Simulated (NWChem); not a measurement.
Basis-set dependence for O$_{2}$ (-1)

```
O
O 1 1.3211
```
Charge -1, spin multiplicity 2.

Everything below was run with NWChem. All single points use one geometry, from UPBE0/def2-SVP, a minimum by its harmonic frequencies.

Hartree-Fock energies in Ha, correlation energies in mHa.

The correlated methods keep 2 core orbitals frozen. The structure started from a generated list of species. The unpaired electrons of the parent sit in orbitals of symmetry b3g (D2h labels of the run); other states weren't searched. The anion's geometry comes from a basis without diffuse functions. No SCF solution was tested for a lower state. Open-shell Hartree-Fock references start from PBE0 orbitals. Coupled-cluster values serve here as a point of comparison, not as the truth.

```json
[
 {"basis": "aug-cc-pVDZ", "functions": "46", "UHF": "-149.61427", "UMP2": "-394.7", "SCS-UMP2": "-377.6", "CCSD on ROHF": "-412.0", "CCSD[T] on ROHF": "-428.4", "CCSD(T) on ROHF": "-427.2"},
 {"basis": "aug-cc-pVTZ", "functions": "92", "UHF": "-149.64808", "UMP2": "-482.8", "SCS-UMP2": "-467.4", "CCSD on ROHF": "-495.5", "CCSD[T] on ROHF": "-519.4", "CCSD(T) on ROHF": "-518.5"}
]
```

From aug-cc-pVDZ to aug-cc-pVTZ the Hartree-Fock energy moves by -33.8 mHa and the UMP2 correlation energy by -88.1 mHa, which is 18 % of its value in the larger set.
